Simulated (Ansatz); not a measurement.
Input for Ansatz (development build ahead of 0.2.0):

```yaml
crystal:
  periodic: [false, false, false]
  atoms:
    - { symbol: Si, position_ang: [0.0, 0.0, 0.0] }
    - { symbol: C, position_ang: [0.0, 0.0, 1.6321] }
basis:
  gaussian: { orbitals: def2-SVP }
magnetization:
  initial_magnetization: 2
hamiltonian:
  xc: hf
correlation:
  method: mp2
  frozen_orbitals: { C: 1, Si: 5 }
scf:
  omitted_lower_state_checks: [starts, atomic_configurations, cluster_reference, orbital_swaps, given_window_search, neighbouring_geometries, increment]
```

The input is written out in the form of the current development build from the run's settings. Correlation on restricted open-shell orbitals is semicanonical, with singles.

The run gave:

```json
{
  "Converged": "yes",
  "Reference energy": "-326.47238 hartree",
  "Correlation energy": "-0.15689 hartree",
  "Total energy": "-326.62927 hartree",
  "Spin squared of the determinant": "2.000",
  "Stability test": "minimum among restricted orbitals",
  "Occupied orbitals by symmetry in an Abelian subgroup (alpha; beta)": "7 A1 2 B1 2 B2; 6 A1 2 B1 1 B2"
}
```

Messages of the program:
```
mean field -8883.76606575 eV, -326.4723812832 hartree, gradient 2.4e-6 eV, S^2 2.000000; 0 other ends of a descent, 0 dependent functions left out
```
